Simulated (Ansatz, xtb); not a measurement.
**Two isomers of C4H4O2**

We compare X, `Oc1ccoc1`, a singlet, with Y, `C=C=CC(=O)O`, a singlet. Both are isolated molecules in the gas phase, relaxed with B3LYP/def2-SVP; the shapes shown needn't be the lowest conformers.

X (Å):

```xyz
10

C    -1.0833    0.8539    0.7643
C     0.3208    0.9409    0.4696
C     0.4980    0.2251   -0.6824
C    -1.6428    0.0944   -0.2299
O    -1.7594    1.3982    1.8058
O    -0.6723   -0.2872   -1.1109
H    -1.1428    1.8872    2.3636
H     1.0871    1.4645    1.0391
H     1.3745    0.0052   -1.2870
H    -2.6568   -0.2369   -0.4286
```

Y (Å):

| atom | x (Å) | y (Å) | z (Å) |
| --- | --- | --- | --- |
| C | -0.6714 | 1.5957 | 2.1925 |
| C | -0.3619 | 0.7432 | 1.2538 |
| C | -0.0408 | -0.1256 | 0.3175 |
| C | -0.4869 | -0.0456 | -1.0968 |
| O | -0.1811 | -0.8526 | -1.9420 |
| O | -1.2721 | 1.0211 | -1.3521 |
| H | -1.5680 | 1.4614 | 2.8079 |
| H | -0.0495 | 2.4768 | 2.3863 |
| H | 0.5973 | -0.9863 | 0.5424 |
| H | -1.5008 | 0.9714 | -2.2956 |

Quicker runs give these differences E(Y) − E(X): GFN2-xTB +1.225 eV; HF/STO-3G +2.000 eV (at GFN2-xTB geometries); r2SCAN-D4/def2-SVP +0.177 eV (at GFN2-xTB geometries).

Task: Estimate E(Y) − E(X) at the level CCSD(T)/def2-SVP + ΔMP2/def2-TZVPP.

Result: Not settled: CCSD(T)/def2-SVP + ΔMP2/def2-TZVPP gives E(Y) − E(X) = +0.082 eV, but this leans on the basis-set step: CCSD(T) alone gives +0.018 eV.

How the difference moves with the method:

```json
{"level": "GFN2-xTB", "geometry": "GFN2-xTB", "E(Y) − E(X) (eV)": "+1.225", "departure from the last row (eV)": "+1.144", "job, with rough time for the two": "optimisation, 0.34 s"}
{"level": "HF/STO-3G", "geometry": "GFN2-xTB", "E(Y) − E(X) (eV)": "+2.000", "departure from the last row (eV)": "+1.919", "job, with rough time for the two": "single point, 0.74 s"}
{"level": "r2SCAN-D4/def2-SVP", "geometry": "GFN2-xTB", "E(Y) − E(X) (eV)": "+0.177", "departure from the last row (eV)": "+0.095", "job, with rough time for the two": "single point, 4.1 s"}
{"level": "B3LYP/def2-SVP", "geometry": "B3LYP/def2-SVP", "E(Y) − E(X) (eV)": "+0.063", "departure from the last row (eV)": "−0.019", "job, with rough time for the two": "optimisation, 45 s"}
{"level": "HF/def2-SVP", "geometry": "B3LYP/def2-SVP", "E(Y) − E(X) (eV)": "−0.186", "departure from the last row (eV)": "−0.267", "job, with rough time for the two": "part of the CCSD(T) run"}
{"level": "MP2/def2-SVP", "geometry": "B3LYP/def2-SVP", "E(Y) − E(X) (eV)": "+0.188", "departure from the last row (eV)": "+0.106", "job, with rough time for the two": "part of the CCSD(T) run"}
{"level": "CCSD(T)/def2-SVP", "geometry": "B3LYP/def2-SVP", "E(Y) − E(X) (eV)": "+0.018", "departure from the last row (eV)": "−0.064", "job, with rough time for the two": "single point"}
{"level": "CCSD(T)/def2-SVP + ΔMP2/def2-TZVPP", "geometry": "B3LYP/def2-SVP", "E(Y) − E(X) (eV)": "+0.082", "departure from the last row (eV)": "", "job, with rough time for the two": "single point, 42 s"}
```

As drawn, Y has 2 C=C, 1 C–C, 1 C=O in place of 3 C∷C, 2 C∷O (∷ is an aromatic bond). Structure X has a 5-membered ring (with an aromatic ring), Y no ring.

HF/def2-SVP puts the two in the other order. CCSD(T)/def2-SVP finds them nearly level. The largest departure from CCSD(T)/def2-SVP + ΔMP2/def2-TZVPP is that of HF/STO-3G, 1.919 eV. The last row adds to CCSD(T) the change of the MP2 difference between the two basis sets, here +0.064 eV.

With harmonic frequencies from B3LYP/def2-SVP (ideal gas, rigid rotor, one conformer each, 298.15 K, 1 atm): the zero-point term adds −0.082 eV; ΔH is +0.028 and ΔG −0.046 eV.

The correlated steps freeze 6 core orbitals. Run with Ansatz 0.2.0, xtb 6.7.1; the last row on 2 threads of Intel(R) Xeon(R) Processor @ 2.70GHz on a shared host.
